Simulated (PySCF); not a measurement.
# C5H8O: the cost of one run

Programs: PySCF 2.14.0, with routines of our own; each step states its level. All values are computed. Atoms count from 0.

## (1) The starting structure

14 atoms, charge 0, multiplicity 1; geometry from: GFN2-xTB.

## (2) Relaxing the molecule at PBE0-D3(BJ)/def2-SVP

What the job is given:

```
{"job": {"xc": "PBE0", "basis": "def2-SVP", "d3": "d3bj", "grid": 2, "kind": "geom"}, "charge": 0, "multiplicity": 1}
C     -1.976309     0.929941    -1.835012
C     -1.670083     0.652211    -0.571236
C     -0.332640     0.372424    -0.109017
C     -0.065010     0.102556     1.171955
O      1.125496    -0.175474     1.747431
C      2.264265    -0.193471     0.919125
H     -2.986165     1.134249    -2.145105
H     -1.222688     0.961236    -2.604820
H     -2.447159     0.626388     0.181622
H      0.447033     0.393743    -0.856005
H     -0.846748     0.082901     1.920217
H      3.105780    -0.429535     1.568250
H      2.176034    -0.958934     0.141613
H      2.427513     0.781317     0.448816
```

Run with:

```
$ OMP_NUM_THREADS=1 python excited_run.py task.json out
```

One launch serves the whole session: the jobs run in the order shown.

Q: Estimate the wall time and peak memory of this first job on 1 thread of Arm Neoverse V1, shared host.

About 27 s, with a peak of 0.65 GiB.
